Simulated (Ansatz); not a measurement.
Cartesian coordinates in Å:
```
O -0.106 -1.705 1.029
C 0.343 -0.733 0.136
N -0.636 0.318 -0.004
C -0.319 1.450 -0.393
F 0.933 1.821 -0.716
H -1.018 -1.908 0.802
H 0.523 -1.153 -0.865
H 1.294 -0.365 0.529
H -1.015 2.274 -0.518
```

Charge 0, multiplicity 1.

(1) List the B3LYP/def2-TZVPP orbital energies in eV (Ansatz). (An estimate is asked.)

Answers

(1) The calculation gave: Occupied: -672.57, -520.64, -390.02, -280.41, -279.18, -34.13, -28.50, -25.71, -19.59, -17.20, -15.40, -14.84, -13.99, -13.36, -12.43, -11.52, -10.23, -8.91, -8.40, -7.96. Lowest empty: -0.60, 0.99, 1.64, 1.88, 2.95, 3.05, 3.44, 4.49.

B3LYP here is the variant with VWN-RPA as its local correlation; programs differ in this.
